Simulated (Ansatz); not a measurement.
Cost and result for the atomization energy of C$_{3}$H$_{6}$FNO (`NC/C(O)=C\F`) (12 atoms, 11 bonds).

```csv
atom,x (Å),y (Å),z (Å)
N1,-0.260,1.464,-0.827
C2,0.275,0.691,0.290
C3,-0.251,-0.712,0.183
O4,-1.512,-0.804,-0.295
C5,0.424,-1.798,0.542
F6,1.665,-1.692,1.060
H7,-0.292,2.451,-0.616
H8,0.297,1.339,-1.662
H9,1.366,0.681,0.360
H10,-0.108,1.136,1.214
H11,-1.660,0.056,-0.731
H12,0.055,-2.812,0.482
```

Total charge 0; spin multiplicity 1. The structure was optimised at the PBE0-D4/def2-TZVP level. It is one conformer, not always the lowest. Program: Ansatz. All runs use 4 threads of an Arm Neoverse V2 on a shared host. Times are those of one run each, without the atoms' runs, and a repeat can differ threefold. Electronic energies, without spin–orbit coupling; frozen cores. CCSD(T)/CBS adds CCSD(T) − MP2 in def2-TZVPP to the MP2 limit, and its time is that of the two runs behind it. T1 = 0.012. B3LYP takes the VWN-RPA correlation (the form of Gaussian; ORCA's B3LYP/G).

CCSD(T)/CBS is a level of theory with its own doubt, some kJ/mol a heavy atom from the limit and from the frozen cores, so smaller differences don't rank the functionals.

```csv
level,functions,wall time
PBE0-D4/def2-TZVPP,270,2.7 s
PBE-D4/def2-TZVPP (with forces),270,3 s
B3LYP-D4/def2-TZVPP (with forces),270,4.3 s
r2SCAN-D4/def2-TZVPP (with forces),270,4.6 s
B2PLYP/def2-TZVPP,270,5.5 s
ωB97X-V/def2-TZVPP,270,7 s
ωB97M-V/def2-TZVPP (with forces),270,11 s
MP2/def2-QZVPP,522,25 s
CCSD(T)/def2-TZVPP,270,4.6 min
CCSD(T)/CBS(def2),–,5 min
```

Task: What atomization energy does each give, and how far from CCSD(T)/CBS? (Best estimate.)

Result: Computed: 
| level | atomization (kcal/mol) | difference from CCSD(T)/CBS | per bond |
| --- | --- | --- | --- |
| PBE0-D4/def2-TZVPP | 1147.7 | 10.0 | 0.9 |
| PBE-D4/def2-TZVPP (with forces) | 1181.4 | 43.7 | 4.0 |
| B3LYP-D4/def2-TZVPP (with forces) | 1140.4 | 2.7 | 0.2 |
| r2SCAN-D4/def2-TZVPP (with forces) | 1141.1 | 3.4 | 0.3 |
| B2PLYP/def2-TZVPP | 1127.6 | -10.1 | -0.9 |
| ωB97X-V/def2-TZVPP | 1141.5 | 3.8 | 0.3 |
| ωB97M-V/def2-TZVPP (with forces) | 1144.0 | 6.3 | 0.6 |
| MP2/def2-QZVPP | 1151.2 | 13.5 | 1.2 |
| CCSD(T)/def2-TZVPP | 1105.2 | -32.5 | -3.0 |
| CCSD(T)/CBS(def2) | 1137.7 | 0.0 | 0.0 |

The D4 term adds +8.0 kcal/mol with B3LYP and +4.2 kcal/mol with PBE0; it sums over pairs of atoms, weighted by their polarisabilities, and B3LYP, whose exchange is more repulsive, gets the larger term. In def2-TZVPP, CCSD(T) changes the Hartree–Fock value by +323.0 kcal/mol (the triples alone add +21.2 kcal/mol) and MP2 by +349.9 kcal/mol; breaking electron pairs costs correlation energy, which Hartree–Fock lacks. From PBE to PBE0 (25 % exact exchange), in def2-TZVPP and without D4, the atomization energy moves by −32.9 kcal/mol: exact exchange takes away binding that semilocal exchange gives to molecules.
